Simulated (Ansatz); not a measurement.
**Worked example: F–Ge–PH⁺, triplet against F–Ge–PH, quartet**

Geometry (PBE0/def2-TZVP stationary point of a quartet), kept for both states (F–Ge–PH, quartet: A; F–Ge–PH⁺, triplet: A):

```json
{"atom": "F", "x (Å)": "0.0227", "y (Å)": "1.0801", "z (Å)": "1.4120"}
{"atom": "Ge", "x (Å)": "0.0114", "y (Å)": "-0.3995", "z (Å)": "0.4567"}
{"atom": "P", "x (Å)": "-0.0836", "y (Å)": "0.2677", "z (Å)": "-1.8673"}
{"atom": "H", "x (Å)": "1.3157", "y (Å)": "0.2082", "z (Å)": "-2.1496"}
```

Basis cc-pVDZ; Ansatz 0.2.0. Correlated methods freeze the noble-gas cores and the filled d shells of p-block atoms. R marks a restricted (for open shells ROHF) determinant, U an unrestricted one. No spin–orbit coupling is included, and no scalar relativity.

Full CI isn't at hand for all of this; UCCSDT(Q) serves as the reference, and is uncertain by the last step of the cluster series or more.

```
    level  E(F–Ge–PH, quartet) (hartree)  E(F–Ge–PH⁺, triplet) (hartree)
      UHF                   -2516.061231                    -2515.812212
     UMP2                   -2516.401395                    -2516.151233
 UCCSD(T)                   -2516.443044                    -2516.193431
      PBE                   -2518.133775                    -2517.881297
   r2SCAN                   -2518.623753                    -2518.361364
UCCSDT(Q)                   -2516.445403                    -2516.196076
```

Task: Give the vertical gap, F–Ge–PH⁺ triplet less F–Ge–PH quartet, at each level in eV (1 hartree = 27.2114 eV), and each error against UCCSDT(Q).

Result: UCCSDT(Q): (-2516.196076 − (-2516.445403)) × 27.2114 = 6.785 eV (the reference)
r2SCAN: (-2518.361364 − (-2518.623753)) × 27.2114 = 7.140 eV, error 0.355 eV
PBE: (-2517.881297 − (-2518.133775)) × 27.2114 = 6.870 eV, error 0.085 eV
UCCSD(T): (-2516.193431 − (-2516.443044)) × 27.2114 = 6.792 eV, error 0.007 eV
UMP2: (-2516.151233 − (-2516.401395)) × 27.2114 = 6.807 eV, error 0.022 eV
UHF: (-2515.812212 − (-2516.061231)) × 27.2114 = 6.776 eV, error -0.009 eV

Total energies of functionals can't be set beside those of wave-function methods, since they hold the core's correlation and their own absolute errors; only the differences compare.

In so small a basis the reference is far from its limit while semilocal and hybrid functionals are nearer theirs, so the functionals' errors here hold much of the reference's basis and frozen-core error, which can add to them or hide them.

Each level lands on the state that its own search finds. T1 diagnostics of restricted CCSD: 0.029 and 0.031.
